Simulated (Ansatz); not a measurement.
Ansatz (a quantum-chemistry and plane-wave program) input:

Ansatz 0.2 input:
```yaml
crystal:
  periodic: [false, false, false]
  atoms:
    - {symbol: C, position_ang: [-0.00510662, -0.14865725, -1.18041190]}
    - {symbol: Si, position_ang: [0.00334730, -0.03535668, 0.61614262]}
    - {symbol: H, position_ang: [-0.88995114, 0.30020026, -1.66181946]}
    - {symbol: H, position_ang: [0.88926478, 0.27394414, -1.66831979]}
    - {symbol: H, position_ang: [0.02665969, 1.19017523, 1.55606944]}
    - {symbol: H, position_ang: [-1.20274071, -0.72848565, 1.19512020]}
    - {symbol: H, position_ang: [1.19163156, -0.76588299, 1.18620279]}
basis:
  gaussian:
    orbitals: def2-TZVP
hamiltonian:
  xc: b3lyp
  dispersion: d3bj
total_charge: -1
relax: {f_tol: 0.002, max_steps: 150}
```

Q: What final total energy does it print?

A: -330.62556 Eh (B3LYP-D3(BJ)/def2-TZVP). The basis has 98 functions.

It need not be the lowest isomer of its formula. Whether it binds its extra electron was not tested at this geometry.
